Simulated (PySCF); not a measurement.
## How good is the calculation?

Atoms are numbered as in `[CH3:1][C:2]([NH2:3])=[O:4]`. Each H is labelled by its parent atom. Ha(N3) is cis to the C=O or C=S heteroatom; Hb(N3) is trans to the C=O or C=S heteroatom.

The experiment to reproduce: δ $^{13}$C C1 22.3; δ $^{1}$H H(C1) 2.02 ppm (measured; solution, not stated per compound (mostly CDCl3 or CCl4); Pretsch, Buehlmann, Badertscher, Structure Determination of Organic Compounds, 4th ed. (2009)).

PySCF 2.14.0 with density-fitted response routines calculation with geometry from PBE0-D3(BJ)/def2-SVP and shielding tensors at PBE0/pcSseg-1 (GIAO); one conformer, no relativistic terms, averaged over atoms made equivalent by symmetry, fast rotation or ring inversion, isolated molecule.

How close does the calculation come?

## Answers


Reference values: measured (solution, not stated per compound (mostly CDCl3 or CCl4); Pretsch, Buehlmann, Badertscher, Structure Determination of Organic Compounds, 4th ed. (2009)).
```csv
atoms,quantity,reference,computed,"computed, scaled"
C1,δ $^{13}$C,22.3,22.0,20.7
H(C1),δ $^{1}$H,2.02,1.71,1.84
```

Computed shifts are σ(ref) − σ with the named reference compound (TMS for H and C) calculated as an isolated molecule at the same level. The measured values may be among those fitted. Expected solution values come from regression of measured δ (H and C: mostly CDCl3, vs TMS) on computed σ: $^{13}$C (scatter 2.0 ppm rms, 2.2 ppm with the 3 outliers that the fit left out); $^{1}$H (scatter 0.21 ppm rms). Occasional misses reach two or three times the rms, and more in compound classes unlike the fitted ones. Hydrogens on heteroatoms aren't scaled, only referred to computed TMS.
